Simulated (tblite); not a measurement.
C₅H₇N.
Atom-mapped SMILES: `[CH3:1]/[CH:2]=[CH:3]/[CH2:4][C:5]#[N:6]` (hydrogens: H7, H8, H9 on C1; H10 on C2; H11 on C3; H12, H13 on C4)

Computed with GFN2-xTB (tblite), gas phase: Langevin dynamics at 600 K from the optimised GFN2-xTB geometry, time step 0.5 fs, friction 0.01 fs⁻¹, 2000 steps.

Start geometry:
```
atom  x, y, z in Å
C1     -2.204   -0.049   -0.047
C2     -0.780   -0.291   -0.413
C3      0.243   -0.075    0.395
C4      1.680   -0.323    0.026
C5      2.416    0.918    0.063
N6      2.979    1.912    0.102
H7     -2.774   -0.975   -0.122
H8     -2.651    0.671   -0.732
H9     -2.286    0.334    0.967
H10    -0.615   -0.675   -1.413
H11     0.085    0.316    1.391
H12     2.143   -1.011    0.743
H13     1.759   -0.750   -0.978
```

The statistics below take the 31 frames saved every 25 fs from 250 to 1000 fs; their kinetic temperature (all 3N coordinates) averages 604 K.

Problem. How do the bond lengths spread?

Solution. 
| bond | start (Å) | mean (Å) | standard deviation (Å) | shortest (Å) | longest (Å) |
| --- | --- | --- | --- | --- | --- |
| C1–C2 | 1.491 | 1.505 | 0.050 | 1.412 | 1.605 |
| C2=C3 | 1.322 | 1.327 | 0.025 | 1.279 | 1.383 |
| C3–C4 | 1.504 | 1.519 | 0.043 | 1.422 | 1.615 |
| C4–C5 | 1.443 | 1.460 | 0.055 | 1.344 | 1.565 |
| C5≡N6 | 1.143 | 1.145 | 0.017 | 1.104 | 1.195 |
| C1–H7 | 1.090 | 1.098 | 0.040 | 1.024 | 1.160 |
| C1–H8 | 1.090 | 1.098 | 0.039 | 1.032 | 1.164 |
| C1–H9 | 1.087 | 1.101 | 0.051 | 0.998 | 1.225 |
| C2–H10 | 1.083 | 1.092 | 0.051 | 0.974 | 1.200 |
| C3–H11 | 1.082 | 1.086 | 0.035 | 1.013 | 1.159 |
| C4–H12 | 1.096 | 1.105 | 0.033 | 1.052 | 1.216 |
| C4–H13 | 1.093 | 1.106 | 0.044 | 1.038 | 1.187 |

Problem. Give the same statistics for bond angles, one of each kind among heavy atoms.

Solution. 
```
   angle  start (°)  mean (°)  standard deviation (°)  smallest (°)  largest (°)
C1–C2–C3      124.3     124.6                     4.9         116.0        136.2
C2–C3–C4      124.3     122.5                     5.8         110.2        132.2
C3–C4–C5      109.8     110.0                     5.8          98.6        124.5
C4–C5–N6      178.8     168.0                     4.7         158.0        177.9
```

Problem. How far does each atom move about its mean position (frames aligned on the start, all atoms weighted alike), and what rms force does it feel?

Solution. 
| atom | rms displacement (Å) | rms force (eV/Å) |
| --- | --- | --- |
| C1 | 0.12 | 2.80 |
| C2 | 0.20 | 2.85 |
| C3 | 0.31 | 2.59 |
| C4 | 0.15 | 2.59 |
| C5 | 0.24 | 2.81 |
| N6 | 0.47 | 2.32 |
| H7 | 1.02 | 1.36 |
| H8 | 0.99 | 1.42 |
| H9 | 1.06 | 1.62 |
| H10 | 0.65 | 1.89 |
| H11 | 0.79 | 1.41 |
| H12 | 0.33 | 1.10 |
| H13 | 0.28 | 1.41 |

The displacements run from 0.12 to 1.06 Å, the largest at H9.

Problem. Follow the torsion C2–C3–C4–C5 through every second one of these frames.

Solution. 
```tsv
t (fs)	C2–C3–C4–C5 (°)
250	129
300	118
350	116
400	143
450	156
500	159
550	139
600	112
650	93
700	96
750	74
800	97
850	81
900	88
950	56
1000	29
```

Largest departure from the start value over all these frames: C2–C3–C4–C5 89° (start 118°).

Problem. How widely does the potential energy scatter, against a harmonic estimate?

Solution. Mean 0.92 eV above the start, standard deviation 0.228 eV, range 0.54 to 1.44 eV. For 33 classical harmonic modes at 600 K the canonical values are 33kT/2 = 0.85 eV and kT·√(33/2) = 0.210 eV.

The run is classical and short, so these are rough statistics of one trajectory.

What follows is the cost of the whole dynamics run. On Arm Neoverse V2, one thread, shared host, this took 6.2 s and 0.18 GiB of memory at its peak.
